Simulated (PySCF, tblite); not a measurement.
# Complex of aluminium trichloride and acetonitrile

A gas-phase complex of aluminium trichloride and acetonitrile; neutral, singlet. The structure comes from a short search (6 tight-binding starts) and was relaxed by PBE0-D3(BJ)/def2-SVPD; another way of binding may lie lower. Frequencies by PBE0-D3(BJ)/def2-SVPD show no clear imaginary mode.

| part | name | SMILES | atoms | charge | multiplicity |
| --- | --- | --- | --- | --- | --- |
| 1 | aluminium trichloride | [Cl][Al]([Cl])[Cl] | 1–4 | 0 | 1 |
| 2 | acetonitrile | CC#N | 5–10 | 0 | 1 |

```csv
atom,part,x (Å),y (Å),z (Å)
Cl1,1,-1.478,0.519,-1.790
Al2,1,-0.281,-0.339,-0.258
Cl3,1,1.819,-0.073,-0.445
Cl4,1,-0.923,-2.220,0.490
C5,2,-1.189,2.423,3.262
C6,2,-0.908,1.546,2.152
N7,2,-0.688,0.848,1.266
H8,2,-1.675,3.336,2.891
H9,2,-1.856,1.914,3.971
H10,2,-0.250,2.687,3.767
```

Contacts between parts, classed by geometry: Al2···N7 1.974 Å (bond).

The parts are joined by the bond Al2–N7, so these are energies of forming such bonds; deforming the relaxed parts to their shape in the adduct costs 7.2 kcal/mol, which the interaction energies leave out.

Interaction energies are complex less parts, with the parts frozen as they stand in it; counterpoise-corrected, in kcal/mol (PySCF).

(1) Give the interaction energy at each level run.

(2) What holds them together? Decompose the wB97M-D3(BJ)/def2-SVPD energy: frozen parts, their antisymmetrised product, then relaxation.

The parts were also relaxed and run alone, at the levels used for the complex: shieldings by PBE0/pcSseg-1; core levels by delta-SCF with SCAN, pcX-2 on the ionised atom and pcseg-1 elsewhere, spin-free X2C (2p3/2 is the spin-free 2p value less a third of a first-order spin-orbit splitting).

(3) How do these values change when the complex forms?

Results:

(1) 
| level | interaction | superposition error removed |
| --- | --- | --- |
| wB97M-D3(BJ)/def2-SVPD | -37.06 | -2.75 |
| PBE0-D3(BJ)/def2-SVPD | -38.29 | -2.76 |

(2) electrostatic -59.4, Pauli repulsion +62.5, orbital relaxation -40.7, dispersion correction -2.3 kcal/mol, which sum to the value before the counterpoise correction; the Pauli term holds the exchange-correlation of the frozen density too. Of the attraction, 58 % is electrostatic, 40 % is orbital relaxation, 2 % is dispersion correction.

(3) 
| property | alone | in the complex | change |
| --- | --- | --- | --- |
| shielding of Al2 (ppm) | 413.3 | 466.2 | +52.9 |
| shielding of N7 (ppm) | -39.4 | 39.5 | +79.0 |
| Cl1 2p3/2 core level (eV) | 206.55 | 205.10 | -1.45 |
| Al2 2p3/2 core level (eV) | 83.02 | 81.50 | -1.52 |
| N7 1s core level (eV) | 405.35 | 407.59 | +2.24 |

The core-hole state of N7 is spin-contaminated (⟨S²⟩ 0.81 against 0.75 for a pure doublet), so that value and differences from it are less sure.
